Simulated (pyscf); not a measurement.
Structures and frequencies: ωB97X-D3(BJ)/def2-SVP in PySCF.

Problem. `[FH]` + `[F][TaH]([F])([F])[F]` → `[F][Ta]([F])([F])([F])[F]` + `[H][H]`
Surface: singlet. Broken: F–H, H–Ta. Formed: F–Ta, H–H. Give ΔE‡ and ΔE from ωB97M-D3(BJ)/def2-TZVP, relative to the separated reactants.

Solution. ΔE‡ = -1.6 kcal/mol, ΔE = -36.3 kcal/mol. Zero-point energy shifts the barrier by +0.3 kcal/mol. It is a four-centre exchange, with an imaginary mode of 739i cm⁻¹. On the reactant side the descent ends in an adduct with a F–Ta contact, 7.5 kcal/mol under the separated species and 4.3 kcal/mol under the saddle at ωB97X-D3(BJ)/def2-TZVP. At ωB97M-D3(BJ) the saddle lies under the separated reactants, which points to a path from their complex (located at ωB97X-D3(BJ) alone). What is counted as formed (F–Ta) is already present as a longer contact in the reactant adduct; forming that adduct is a step of its own. At the saddle there is also a short H–Ta contact that neither side keeps. One saddle was located; it need not be the lowest between these sides. Elements past Kr carry the def2 core potentials, without spin-orbit coupling.
